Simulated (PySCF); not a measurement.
Rows and methods have been separated. Pair them.

AlH (singlet state).
Numbering: `[AlH:1]` (hydrogens: H2 on Al1)

Geometry (PBE0-D3(BJ)/def2-SVP, Å), atoms numbered from 1 in this order:
```xyz
2
AlH angstrom
Al     0.836   -0.006   -0.005
H     -0.831    0.009   -0.023
```

The closed-shell ground state was solved 7 times with PySCF (density fitting, gas phase), always in the def2-SVPD basis (32 functions), with these functionals: B3LYP, CAM-B3LYP, HF, LC-wPBE, LDA, PBE0 and wB97X-D.

```csv
row,total energy (Eh),HOMO (eV),LUMO (eV),dipole (D)
P,-242.8965,-6.99,-0.74,0.16
Q,-242.8866,-7.59,-0.10,0.01
R,-242.7990,-8.20,0.23,0.06
S,-241.8256,-4.90,-2.66,0.12
T,-242.7758,-5.80,-1.78,0.06
U,-242.9200,-5.65,-1.93,0.21
V,-242.3741,-7.83,0.97,0.09
```

Q: Which functional belongs to which row?

A: P = CAM-B3LYP, Q = wB97X-D, R = LC-wPBE, S = LDA, T = PBE0, U = B3LYP, V = HF. By rising HOMO–LUMO gap: LDA (LDA) 2.24 eV; B3LYP (global hybrid, 20 % exact exchange) 3.72 eV; PBE0 (global hybrid, 25 % exact exchange) 4.02 eV; CAM-B3LYP (range-separated hybrid) 6.25 eV; wB97X-D (range-separated hybrid) 7.49 eV; LC-wPBE (range-separated hybrid) 8.43 eV; HF (all exact exchange) 8.80 eV. Total energies of different functionals aren't bounds to one another; each is stationary for its own functional.

wB97X-D is run here without its empirical dispersion term; that term would change no orbital, density or response property at a fixed geometry.
